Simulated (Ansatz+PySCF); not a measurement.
The numbers below are computed, except where a source is named.
A run of Ansatz (development build ahead of 0.2.0) on doublet LiH2O at this shape:

```xyz
4

O     0.0000    0.0000   -0.1627
H     0.0000    0.0000    1.3019
Li   30.0000    0.0000   -0.8788
H    30.0000    0.0000    2.6364
```

Its results:

```
Converged                                                          : yes
Total energy                                                       : -83.15005 hartree
Spin squared of the determinant                                    : 0.750
Stability test                                                     : minimum among restricted orbitals
Occupied orbitals by symmetry in an Abelian subgroup (alpha; beta) : 6 A' 1 A''; 6 A'
```

**Question.** Which input gives this output? Name the method, the orbitals and the basis set, and write the input.

**Answer.** ROHF in 6-31G.

```yaml
crystal:
  periodic: [false, false, false]
  atoms:
    - { symbol: O, position_ang: [0.0, 0.0, -0.16274] }
    - { symbol: H, position_ang: [0.0, 0.0, 1.3019] }
    - { symbol: Li, position_ang: [30.0, 0.0, -0.87881] }
    - { symbol: H, position_ang: [30.0, 0.0, 2.63644] }
basis:
  gaussian: { orbitals: "6-31G" }
magnetization:
  initial_magnetization: 1
hamiltonian:
  xc: hf
```

Caution: an unrestricted determinant lies well below.
